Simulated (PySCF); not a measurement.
Problem. Write Cartesian coordinates for `CC(C)=C=CF` as optimised with PBE0-D3(BJ)/def2-TZVP.

Solution. 
```xyz
13
C5H7F angstrom
C      0.044    1.587    0.718
C     -0.121    0.141    0.354
C     -1.437   -0.490    0.697
C      0.831   -0.531   -0.236
C      1.793   -1.215   -0.773
F      1.956   -1.320   -2.110
H     -0.723    2.190    0.222
H     -0.090    1.722    1.796
H      1.025    1.965    0.435
H     -1.473   -1.536    0.398
H     -2.253    0.046    0.203
H     -1.618   -0.424    1.774
H      2.552   -1.762   -0.226
```

Any rigid rotation of these coordinates is as good. Atoms count from 1 in this order. The 4 C–C bonds span 1.297 Å (C4=C5, drawn double) to 1.500 Å (C2–C3, drawn single), a spread of 0.203 Å.

Bonds between heavy atoms (Å): C1–C2 1.500, C2–C3 1.500, C2=C4 1.306, C4=C5 1.297, C5–F6 1.350.

Theory: PBE0-D3(BJ)/def2-TZVP geometry optimisation, gas phase in PySCF 2.14.0.

Point group: Cs (tolerance 0.08 Å). Stationary, but not proved a minimum.
